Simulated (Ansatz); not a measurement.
# AlNH2 (singlet): from Hartree-Fock to the top rungs at distance Al1–H3 = 2.892 Å, cc-pVDZ

An exercise on one series of results from a longer session: the logs are not shown, and one member is left open.

Computed with Ansatz 0.2.0, Gaussian basis. Level: cc-pVDZ, core rule «outside noble gas», up to 6 orbitals frozen.

The runs, in order: UHF; CCSD(T) on RHF; CCSD(T) on UHF; BCCD(T) on RHF; CISD; CCSDT(Q) on RHF; CCSDT(Q) on UHF; CASSCF and MRCISD+Q, 2 electrons in 2 orbitals; CASSCF and NEVPT2, 2 electrons in 2 orbitals; CASSCF and NEVPT2, 10 electrons in 10 orbitals.

25 further runs of the same task are left out: 2 for a mislabelled method, 14 that didn't finish, 9 set aside as unsound or not needed.

## What is computed

The geometry derives from a PBE0/def2-TZVP stationary point (not a proven minimum). One bond is set to the value named and the two fragments are kept rigid.

4 atoms, charge 0, spin multiplicity 1.

Atoms are counted from 1 here; the program's logs count them from 0.

Bond lengths: Al1–N2 1.614 Å, N2–H4 0.997 Å. Angles: Al1–N2–H4 169.2°.

Set-up of the first run:

Contents of in.yaml:

```yaml
crystal:
  periodic: [false, false, false]
  atoms:
    - {symbol: Al, position_ang: [0.000000, -0.046169, 0.331964]}
    - {symbol: N, position_ang: [0.000000, 0.013065, -1.280922]}
    - {symbol: H, position_ang: [0.000000, 0.171557, 3.215757]}
    - {symbol: H, position_ang: [0.000000, -0.138453, -2.266799]}
basis:
  gaussian: {orbitals: cc-pVDZ}
magnetization: {spin_polarized: true, initial_magnetization: 0}
hamiltonian: {xc: hf}
output: {orbitals: {seedname: orbitals}}
```

The run is started by

```
$ ansatz run in.yaml --threads 1 --pin off --events-out ev --progress --plain --max-ram 2393MiB
```

Steps of the session up to this table: UHF; CCSD(T) on RHF; CCSD(T) on UHF; BCCD(T) on RHF; CISD; CCSDT(Q) on RHF; CCSDT(Q) on UHF; CASSCF and MRCISD+Q, 2 electrons in 2 orbitals; CASSCF and NEVPT2, 2 electrons in 2 orbitals; CASSCF and NEVPT2, 10 electrons in 10 orbitals.

One of the session's tables, all rows but one given; the rest of the session is left out.

| method | from RCCSDT(Q) (meV) |
| --- | --- |
| RHF | +8441.6 |
| UHF | +6602.0 |
| RMP2 | +1374.6 |
| CISD | +1566.2 |
| RCCSD | +518.5 |
| RCCSD(T) | +99.0 |
| BCCD(T) | +91.8 |
| RCCSDT | +70.8 |
| RCCSDT(Q) | 0 |
| CASSCF pair | ? |
| NEVPT2 pair | +615.6 |
| MRCISD pair | +839.5 |
| MRCISD+Q pair | +233.4 |
| CASSCF valence | +3027.1 |
| NEVPT2 valence | +821.7 |

**Question.** Estimate the row for CASSCF pair.

As computed: from RCCSDT(Q) (meV): +6729.6. In the column «from RCCSDT(Q) (meV)» it lies between UHF (+6602.0) and RHF (+8441.6).

Not comparable, so not listed: CCSD(T) on UHF; CCSDT(Q) on UHF (they don't share determinant, frozen orbitals or solution with the rows shown, or repeat one).

Limits of these values: The determinant is far from a pure spin state, so its energy mixes those of several spin states (harmless only where they are near-degenerate, as at dissociation). Warnings: restricted reference is unstable; spin contamination; large T1 diagnostic.
